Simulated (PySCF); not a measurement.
## Magnetic susceptibility: `C[C@@H]1C[C@@H]1CF`, C5H9F

Molfile (atoms numbered from 1):
```
C5H9F
     RDKit          3D

 15 15  0  0  0  0  0  0  0  0999 V2000
    1.6207   -0.7255   -0.1344 C   0  0  0  0  0  0  0  0  0  0  0  0
    0.8026    0.5400   -0.1508 C   0  0  2  0  0  0  0  0  0  0  0  0
    0.0979    1.0131    1.0832 C   0  0  0  0  0  0  0  0  0  0  0  0
   -0.7042    0.5731   -0.1118 C   0  0  2  0  0  0  0  0  0  0  0  0
   -1.6213   -0.6301   -0.0409 C   0  0  0  0  0  0  0  0  0  0  0  0
   -0.9697   -1.8381   -0.0116 F   0  0  0  0  0  0  0  0  0  0  0  0
    1.2638   -1.4199    0.6194 H   0  0  0  0  0  0  0  0  0  0  0  0
    1.5831   -1.2218   -1.1020 H   0  0  0  0  0  0  0  0  0  0  0  0
    2.6588   -0.4814    0.0858 H   0  0  0  0  0  0  0  0  0  0  0  0
    1.2435    1.3116   -0.7737 H   0  0  0  0  0  0  0  0  0  0  0  0
    0.1063    0.3518    1.9368 H   0  0  0  0  0  0  0  0  0  0  0  0
    0.1160    2.0607    1.3432 H   0  0  0  0  0  0  0  0  0  0  0  0
   -1.1640    1.3663   -0.6907 H   0  0  0  0  0  0  0  0  0  0  0  0
   -2.2424   -0.5982    0.8634 H   0  0  0  0  0  0  0  0  0  0  0  0
   -2.2693   -0.6617   -0.9243 H   0  0  0  0  0  0  0  0  0  0  0  0
  1  2  1  0
  2  3  1  0
  3  4  1  0
  4  5  1  0
  5  6  1  0
  4  2  1  0
  1  7  1  0
  1  8  1  0
  1  9  1  0
  2 10  1  6
  3 11  1  0
  3 12  1  0
  4 13  1  6
  5 14  1  0
  5 15  1  0
M  END
```

Method: GIAO B3LYP/pcSseg-1 magnetisability, rotational g tensor and spin-rotation constants, non-relativistic, gas phase (PySCF). Geometry: GFN2-xTB, dihedral held. The dihedral C2–C4–C5–F6 is held at 0°.

(1) How diamagnetic is it, and how anisotropic?

(2) Split it along the inertial axes a, b, c into diamagnetic and paramagnetic parts about the centre of mass, with the quadrupole moment.

(3) And the rotational g tensor?

Answers

(1) Isotropic -1056 × 10⁻³⁰ J/T², or -63.6 × 10⁻⁶ cm³/mol; principal values -1224, -996, -947 × 10⁻³⁰ J/T², anisotropy 256 × 10⁻³⁰ J/T² (root of half the summed squared differences of the principal values). The susceptibility is in cgs units.

(2) 
| axis | χ (10⁻⁶ cm³/mol) | diamagnetic (10⁻⁶ cm³/mol) | paramagnetic (10⁻⁶ cm³/mol) | summed x² of all electrons (Å²) | quadrupole Θ (D Å) |
| --- | --- | --- | --- | --- | --- |
| a | -62.1 | -342.1 | 280.0 | 85.7 | -0.95 |
| b | -69.0 | -456.0 | 387.0 | 58.8 | -0.22 |
| c | -59.6 | -613.2 | 553.5 | 21.8 | +1.16 |

Anisotropies 2χaa − χbb − χcc = +4.4 and 2χbb − χaa − χcc = -16.2 × 10⁻⁶ cm³/mol. Θ is traceless in Buckingham's convention.

(3) 
```tsv
axis	rotational constant (GHz)	g	nuclear part	electronic part
a	4.9240	-0.0083	0.6394	-0.6477
b	3.2021	+0.0043	0.5865	-0.5822
c	2.2809	-0.0078	0.5853	-0.5931
```
Asymmetric top; isotopes 12C, 19F, 1H; no vibrational averaging.
